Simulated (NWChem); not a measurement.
The numbers come from NWChem runs, not from measurements. System: DMSO (C$_{2}$H$_{6}$OS), charge 0, spin multiplicity 1, at a geometry optimised with PBE/def2-SVP. Level: CR-CCSD(T)/cc-pVDZ, 8 core orbitals frozen.

The NWChem input:

```
start mol
memory heap 100 mb stack 700 mb global 1900 mb
geometry units angstroms nocenter noautoz
  C     -0.661296     0.521815    -1.372475
  S      0.503949     0.096677     0.000000
  C     -0.661296     0.521815     1.372475
  O      0.636018    -1.414714     0.000000
  H     -0.137370     0.248382    -2.307720
  H     -0.898249     1.604150    -1.367746
  H     -1.572274    -0.097983    -1.258098
  H     -1.572274    -0.097983     1.258098
  H     -0.137370     0.248382     2.307720
  H     -0.898249     1.604150     1.367746
  symmetry group Cs
end
basis spherical
  * library cc-pvdz
end
scf
  rhf
  nopen 0
  maxiter 100
  thresh 1e-7
  semidirect memsize 60000000 filesize 0
end
tce
  freeze core 8
  cr-ccsd(t)
  2eorb
  2emet 13
  thresh 1e-6
  maxiter 100
  tilesize 24
end
task tce energy
```

Output (cleaned and shortened):

```
             Northwest Computational Chemistry Package (NWChem) 7.3.0
             --------------------------------------------------------

                                NWChem Input Module
                                -------------------

 Scaling coordinates for geometry "geometry" by  1.889725989
 (inverse scale =  0.529177249)

 Turning off AUTOSYM since
 SYMMETRY directive was detected!

                             Geometry "geometry" -> ""
                             -------------------------

 Output coordinates in angstroms (scale by  1.889725989 to convert to a.u.)

  No.       Tag          Charge          X              Y              Z
 ---- ---------------- ---------- -------------- -------------- --------------
    1 C                    6.0000    -0.66129600     0.52181500    -1.37247500
    2 S                   16.0000     0.50394900     0.09667700     0.00000000
    3 C                    6.0000    -0.66129600     0.52181500     1.37247500
    4 O                    8.0000     0.63601800    -1.41471400     0.00000000
    5 H                    1.0000    -0.13737000     0.24838200    -2.30772000
    6 H                    1.0000    -0.89824900     1.60415000    -1.36774600
    7 H                    1.0000    -1.57227400    -0.09798300    -1.25809800
    8 H                    1.0000    -1.57227400    -0.09798300     1.25809800
    9 H                    1.0000    -0.13737000     0.24838200     2.30772000
   10 H                    1.0000    -0.89824900     1.60415000     1.36774600

 Effective nuclear repulsion energy (a.u.)     180.7119133638

            Nuclear Dipole moment (a.u.)
            ----------------------------
        X                 Y               Z
 ---------------- ---------------- ----------------
    -0.0000188973    -0.0000037795     0.0000000000

      Symmetry information
      --------------------

 Group name             Cs
 Group number              2
 Group order               2
 No. of unique centers     6

      Symmetry unique atoms

     1    2    4    5    6    7


 Summary of "ao basis" -> "" (spherical)
 ------------------------------------------------------------------------------
       Tag                 Description            Shells   Functions and Types
 ---------------- ------------------------------  ------  ---------------------
 *                          cc-pvdz                   on all atoms

 Summary of "ao basis" -> "ao basis" (spherical)
 ------------------------------------------------------------------------------
       Tag                 Description            Shells   Functions and Types
 ---------------- ------------------------------  ------  ---------------------
 C                          cc-pvdz                  6       14   3s2p1d
 S                          cc-pvdz                  8       18   4s3p1d
 O                          cc-pvdz                  6       14   3s2p1d
 H                          cc-pvdz                  3        5   2s1p

                                 NWChem SCF Module
                                 -----------------

  ao basis        = "ao basis"
  functions       =    90
  atoms           =    10
  closed shells   =    21
  open shells     =     0
  charge          =   0.00
  wavefunction    = RHF
  use symmetry    = T
  symmetry adapt  = T

 Summary of "ao basis" -> "ao basis" (spherical)
 ------------------------------------------------------------------------------
       Tag                 Description            Shells   Functions and Types
[...]
          -0.000000000000           0.000000000000         269.306605354449

  Mulliken analysis of the total density
  --------------------------------------

    Atom       Charge   Shell Charges
 -----------   ------   -------------------------------------------------------
    1 C    6     6.21   2.00  0.65  0.50  1.99  1.01  0.05
    2 S   16    15.37   2.00  2.01  0.94  0.73  6.00  2.19  1.13  0.37
    3 C    6     6.21   2.00  0.65  0.50  1.99  1.01  0.05
    4 O    8     8.70   2.00  0.84  1.04  2.75  2.05  0.02
    5 H    1     0.91   0.73  0.15  0.03
    6 H    1     0.93   0.74  0.17  0.03
    7 H    1     0.91   0.73  0.15  0.03
    8 H    1     0.91   0.73  0.15  0.03
    9 H    1     0.91   0.73  0.15  0.03
   10 H    1     0.93   0.74  0.17  0.03

       Multipole analysis of the density wrt the origin
       ------------------------------------------------

     L   x y z        total         open         nuclear
     -   - - -        -----         ----         -------
     0   0 0 0      0.000000      0.000000     42.000000

     1   1 0 0     -0.835182      0.000000     -0.000019
     1   0 1 0      1.592285      0.000000     -0.000004
     1   0 0 1      0.000000      0.000000      0.000000

     2   2 0 0    -24.400832      0.000000     68.360413
     2   1 1 0      1.312862      0.000000    -47.143815
     2   1 0 1     -0.000000      0.000000      0.000000
     2   0 2 0    -27.876004      0.000000     88.267934
     2   0 1 1      0.000000      0.000000      0.000000
     2   0 0 2    -21.273637      0.000000    143.422778

                   NWChem Extensible Many-Electron Theory Module
                   ---------------------------------------------


            General Information
            -------------------
      Number of processors :     1
         Wavefunction type : Restricted Hartree-Fock
          No. of electrons :    42
           Alpha electrons :    21
            Beta electrons :    21
           No. of orbitals :   180
            Alpha orbitals :    90
             Beta orbitals :    90
        Alpha frozen cores :     8
         Beta frozen cores :     8
     Alpha frozen virtuals :     0
      Beta frozen virtuals :     0
         Spin multiplicity : singlet
    Number of AO functions :    90
       Number of AO shells :    44
        Use of symmetry is : on
      Symmetry adaption is : on
         Schwarz screening : 0.10D-09

          Correlation Information
          -----------------------
          Calculation type : Coupled-cluster singles & doubles w/ perturbation
   Perturbative correction : Completely renormalized (T)
            Max iterations :      100
        Residual threshold : 0.10D-05
     T(0) DIIS level shift : 0.00D+00
     L(0) DIIS level shift : 0.00D+00
     T(1) DIIS level shift : 0.00D+00
     L(1) DIIS level shift : 0.00D+00
     T(R) DIIS level shift : 0.00D+00
     T(I) DIIS level shift : 0.00D+00
   CC-T/L Amplitude update :  5-th order DIIS
                I/O scheme : Global Array Library
        L-threshold :  0.10D-05
        EOM-threshold :  0.10D-05
 no EOMCCSD initial starts read in
 TCE RESTART OPTIONS
 SLICE:      F
 D4D5:       F
 quantumc:   F
 qrotation:  F
 pwtce:      F
 qducc:      F
 nacto:                         0
 nrotv:                         0
 nrot:                          0

            Memory Information
            ------------------
          Available GA space size is     249028700 doubles
          Available MA space size is     104852348 doubles

 Maximum block size supplied by input
 Maximum block size        24 doubles

 tile_dim =     19

 -------------------------------------------------
   1    alpha     a'     8 doubles       0       1
   2    alpha     a"     5 doubles       8       2
   3    beta      a'     8 doubles      13       1
   4    beta      a"     5 doubles      21       2
   5    alpha     a'    19 doubles      26       5
   6    alpha     a'    19 doubles      45       6
   7    alpha     a"    15 doubles      64       7
   8    alpha     a"    16 doubles      79       8
   9    beta      a'    19 doubles      95       5
  10    beta      a'    19 doubles     114       6
  11    beta      a"    15 doubles     133       7
  12    beta      a"    16 doubles     148       8

 Global array virtual files algorithm will be used

 Parallel file system coherency ......... OK

 4-electron integrals stored in orbital form

 v2    file size   =          4649817
 4-index algorithm nr.  13 is used
 imaxsize =       30
 imaxsize ichop =        0


CCSD iterations
 ---------------------------------------------------------
 Iter          Residuum       Correlation     Cpu    Wall
 ---------------------------------------------------------
    1   0.1988303765761  -0.6207342237231     0.7     0.7
    2   0.0558426475364  -0.6475808994664     0.7     0.7
    3   0.0198857395810  -0.6609733471675     0.7     0.7
    4   0.0092849857571  -0.6631869767948     0.5     0.5
    5   0.0039293748494  -0.6646540291730     0.7     0.7
    6   0.0015347343721  -0.6652248402476     0.6     0.6
    7   0.0011312907001  -0.6653163452728     0.6     0.6
    8   0.0004924012505  -0.6653587290253     0.6     0.6
    9   0.0004255813559  -0.6653524516151     0.6     0.6
   10   0.0002076956392  -0.6653747682395     0.6     0.6
   11   0.0000455874170  -0.6653847699177     0.6     0.6
   12   0.0000212263562  -0.6653894088634     0.5     0.5
   13   0.0000131558156  -0.6653895497091     0.5     0.5
   14   0.0000076801771  -0.6653896596478     0.6     0.6
   15   0.0000052581669  -0.6653895360901     0.7     0.7
   16   0.0000017516917  -0.6653892857107     0.7     0.7
   17   0.0000009400449  -0.6653894376694     0.6     0.6
 -----------------------------------------------------------------
 Iterations converged
 CCSD correlation energy / hartree =        -0.665389437669366
 CCSD total energy / hartree       =      -552.218458017544208

 Singles contributions

 Doubles contributions
 CR-CCSD(T)

 CR-CCSD[T]  correction energy / hartree =        -0.016416587819033
 CR-CCSD[T] correlation energy / hartree =        -0.681806025488398
 CR-CCSD[T] total energy / hartree       =      -552.234874605363188
 CR-CCSD(T)  correction energy / hartree =        -0.015129938556121
 CR-CCSD(T) correlation energy / hartree =        -0.680519376225487
 CR-CCSD(T) total energy / hartree       =      -552.233587956100337

 Task  times  cpu:       80.6s     wall:       80.6s

 Total times  cpu:       80.6s     wall:       80.6s
```
